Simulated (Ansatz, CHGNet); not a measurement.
For pyrite PtSb2, the machine-learned potential CHGNet-r²SCAN (trained on r²SCAN data) gives:

| Quantity | Result |
|---|---|
| equilibrium lattice constant a | 6.502 Å |
| enthalpy of formation | -0.497 eV/atom |

Question: What does HSE06 in Ansatz (plane waves, PAW) give for the same quantities?

Answer: 
- lattice constant a: 6.465 Å (shrinks by 0.6 %)
- formation enthalpy: -0.625 eV/atom (moves by -0.128 eV/atom)

For comparison: lattice constant a 6.44 Å (measured, temperature not stated, not corrected to a static lattice; as tabulated in Saeed et al. (2013), arXiv:1402.4256).

Changes are worked out from the printed values.

Unless a cell is named, each level is at its own relaxed cell (CHGNet-r²SCAN 22.91, HSE06 22.51 Å³/atom).

Levels without +SOC leave out spin–orbit coupling, which shifts energies and cells of such heavy elements.

Ansatz's density-functional and Hartree–Fock values are scalar-relativistic unless marked +SOC, with PAW data made under PBE.

Ansatz is an electronic-structure program.
